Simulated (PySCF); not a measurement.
Gas-phase reaction: 2 HPO₃ → 2 HPO₂ + O₂. Level: ωB97X-V/def2-TZVP†; standard pressure 1 bar.

Energies from PySCF, thermal terms from the rigid-rotor harmonic-oscillator model, ideal gas at 1 bar. † marks an energy on the PBE0/def2-TZVP geometry and frequencies. Open shells (unrestricted): O₂ (multiplicity 3); the rest are closed-shell singlets. HPO₃, HPO₂: computed as isolated molecules; such fragments, hydroxides, amides, oligomers or adducts are transient or little studied in the gas. The harmonic model lacks anharmonicity and excited electronic states, which grow with temperature; levels with a mode under 35 cm⁻¹ are left out. Internal rotation in HPO₃, HPO₂ is treated as a harmonic vibration of one conformer, which makes the entropy rough.

| T (K) | 1000/T (1/K) | log10 K |
|---|---|---|
| 600 | 1.6667 | -30.26 |
| 800 | 1.2500 | ? |
| 1000 | 1.0000 | -14.65 |
| 1200 | 0.8333 | -10.76 |
| 1400 | 0.7143 | -8.00 |
| 1600 | 0.6250 | -5.94 |

### Question
Fit log10 K = a + b·(1000/T) to the five rows, get the mean ΔH° and ΔS°, and predict log10 K at 800 K.

### Answer
Means: 1000/T = 0.9679, log10 K = -13.922. Sums of products about the means: Sxy = -16.10482, Sxx = 0.689362, so b = Sxy/Sxx = -23.36 and a = -13.922 − (-23.36)×0.9679 = 8.69.
ΔH° = −R ln 10 × 1000 K × b = −19.145 × (-23.36) = 447 kJ; ΔS° = R ln 10 × a = 166 J/K. The run's own values go from 450 kJ and 170 J/K at 600 K to 441 kJ and 162 J/K at 1600 K.
Prediction at 800 K: 8.69 + (-23.36)×1.2500 = -20.51. The computed value is -20.49, 0.02 from the line.
For scale, ΔH°(298 K) is 450 kJ at this level, 450 kJ at ωB97M-V/def2-TZVP†, and runs from 320 to 623 kJ over the 20 levels computed.
